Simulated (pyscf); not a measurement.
F–BH–F + silane (SiH₄) -> F–SiH₃ + H₂B–F, a four-centre exchange (singlet surface; B–F, H–Si broken, F–Si, B–H formed). Optimised with ωB97X-D3(BJ)/def2-SVP in PySCF. MP2 and CC: frozen core, UHF for open shells. ΔMP2 is the change of the MP2 total energy from the triple- to the quadruple-zeta basis. Energies in kJ/mol from the separated reactants.

Small-basis levels: PySCF, no dispersion term, spherical d functions. 

Quick B3LYP/LANL2DZ single points give ΔE‡ = 148.8 kJ/mol and ΔE = +76.3 kJ/mol. What does CCSD(T)/def2-TZVPP + ΔMP2(QZVPP) give, and how far is the quick result from it?

CCSD(T)/def2-TZVPP + ΔMP2(QZVPP) gives ΔE‡ = 114.5 kJ/mol and ΔE = +38.6 kJ/mol. B3LYP/LANL2DZ lies 34.2 kJ/mol over it in the barrier and 37.8 kJ/mol over it in the reaction energy, so on this step it does not hold to within 12.6 kJ/mol. CCSD(T)/def2-TZVPP + ΔMP2(QZVPP) has limits of its own. This is the saddle that the search found; another between the same sides may lie lower. The CCSD(T) − MP2 part came from Ansatz, without density fitting, on the same reference.
